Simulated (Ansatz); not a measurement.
# CF: the cost of one run

Computed with Ansatz 0.2.0 (the levels named in each step, unless a step's input says otherwise).

### 1 The structure to begin with

Bond lengths: C1–F2 1.275 Å.

As a file:

```xyz
2

C     0.0000    0.0000    0.0000
F     0.0000    0.0000    1.2747
```

### 2 A rough first relaxation, PBE-D4/def2-SVP

This run stands in another session on the same molecule. It ended at:

```xyz
2

C     0.0000    0.0000   -0.0040
F     0.0000    0.0000    1.2787
```

### 3 Relaxation, PBE0-D4/def2-TZVPP

This run stands in another session on the same molecule. It ended at:

```xyz
2

C     0.0000    0.0000    0.0032
F     0.0000    0.0000    1.2715
```

### 4 Frequencies, PBE0-D4/def2-TZVPP

Input file input.yaml:

```yaml
crystal:
  periodic: [false, false, false]
  atoms:
    - { symbol: C, position_ang: [0.0, 0.0, 0.00317714] }
    - { symbol: F, position_ang: [0.0, 0.0, 1.27149286] }
magnetization:
  spin_polarized: true
  initial_magnetization: 1
basis:
  gaussian: { orbitals: def2-TZVPP }
hamiltonian:
  xc: pbe0
  dispersion: d4
phonons: {}
```

Launch:

```
> ansatz run input.yaml --threads 2 --pin off --max-ram 5120MiB --backend cpu --events-out ev --progress --plain --runs-dir out
```

Q: Estimate wall time and peak memory on 2 threads of Intel Xeon at 2.70GHz, shared host.

About 4.5 s, with a peak of 0.11 GiB.
